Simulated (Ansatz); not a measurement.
**H₄O₂: energies up the ladder**

The task here is to estimate one member of a computed series from the others.

Method: the levels named in each step, in Ansatz 0.2.0.

**The starting structure**

Bond lengths: O1–H3 0.952 Å, O1–H4 0.968 Å, O2–H5 0.959 Å, O2–H6 0.969 Å. Angles: H3–O1–H4 107.2°, H5–O2–H6 106.2°.

As a file:

```xyz
6

O    -0.2668   -0.0914   -1.3609
O     0.2771    0.0918    1.4172
H     0.5775    0.0890   -1.7629
H    -0.8293    0.6811   -1.5157
H     0.0146   -0.6936    1.8999
H     0.0567   -0.0753    0.4884
```

Set-up of the first run:

input.yaml reads:

```yaml
crystal:
  periodic: [false, false, false]
  atoms:
    - { symbol: O, position_ang: [-0.26747718, -0.07684538, -1.35777955] }
    - { symbol: O, position_ang: [0.28087012, 0.08696365, 1.4678832] }
    - { symbol: H, position_ang: [0.56213999, 0.08900543, -1.80873023] }
    - { symbol: H, position_ang: [-0.82496648, 0.67284087, -1.57297184] }
    - { symbol: H, position_ang: [0.01337789, -0.72263196, 1.90198442] }
    - { symbol: H, position_ang: [0.06576567, -0.0477326, 0.535494] }
basis:
  gaussian: { orbitals: def2-TZVPP }
hamiltonian:
  xc: pbe0
  dispersion: d4
phonons: {}
```

Command:

```
$ ansatz run input.yaml --threads 4 --pin off --max-ram 10240MiB --backend cpu --events-out ev --progress --plain --runs-dir out
```

Steps of the session up to this table: Frequencies, PBE0-D4/def2-TZVPP; Single point, PBE-D4/def2-TZVPP; Single point, r2SCAN-D4/def2-TZVPP; Single point, B3LYP-D4/def2-TZVPP; Single point, wB97M-V/def2-TZVPP; Single point, B2PLYP/def2-TZVPP; Single point, LDA/def2-TZVPP; Single point, PBE0-D4/def2-SVP; Single point, PBE-D4/def2-SVP; Single point, CCSD(T)/def2-TZVPP; Single point, CCSD(T)/def2-QZVPP; The cation of multiplicity 2 at the same geometry, PBE0-D4/def2-TZVPP; The cation of multiplicity 2 at the same geometry, PBE-D4/def2-TZVPP; The cation of multiplicity 2 at the same geometry, r2SCAN-D4/def2-TZVPP; The cation of multiplicity 2 at the same geometry, B3LYP-D4/def2-TZVPP; The cation of multiplicity 2 at the same geometry, wB97M-V/def2-TZVPP; The cation of multiplicity 2 at the same geometry, B2PLYP/def2-TZVPP; The cation of multiplicity 2 at the same geometry, CCSD(T)/def2-TZVPP; The cation of multiplicity 2 at the same geometry, CCSD(T)/def2-QZVPP.

One of the session's tables, all rows but one given; the rest of the session is left out.

It belongs to the step «Vertical ionisation energy». 

```
               level  vertical ionisation energy (eV)
   PBE-D4/def2-TZVPP                           11.002
r2SCAN-D4/def2-TZVPP                           11.153
 B3LYP-D4/def2-TZVPP                           11.489
  wB97M-V/def2-TZVPP                           11.672
   B2PLYP/def2-TZVPP                                ?
  CCSD(T)/def2-TZVPP                           11.650
  CCSD(T)/def2-QZVPP                           11.796
         CCSD(T)/CBS                           11.890
```

**Question.** Estimate the row for B2PLYP/def2-TZVPP.

**Answer.** vertical ionisation energy (eV): 11.685. In the column «vertical ionisation energy (eV)» it lies between wB97M-V/def2-TZVPP (11.672) and CCSD(T)/def2-QZVPP (11.796).
